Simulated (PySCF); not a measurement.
Gas-phase reaction: C₆H₆ + 2 C₃H₆ (propylene) = 3 C₄H₆ (butadiene)

Computed with PySCF (xtb for GFN2) and rigid-rotor harmonic-oscillator thermochemistry at 1 bar. 'Table' is the NASA 1993 thermochemical table (part measured, part estimated). † marks an energy on the PBE0/def2-TZVP geometry and frequencies; other levels use their own. All species are closed-shell singlets. B3LYP is the form with VWN-RPA correlation.

Levels: a) BLYP/def2-TZVP†; b) B3LYP/def2-TZVP†; c) LDA/def2-TZVP†; d) GFN2-xTB.

Problem. Order the levels by the distance of their ΔH°(298 K) from the table for this reaction, closest first.

Solution. b (-7 kJ), a (-28 kJ), c (+47 kJ), d (+60 kJ)

The table gives 208 kJ. The order holds for this reaction alone, and for the 1993 entries, some of which have been revised since.
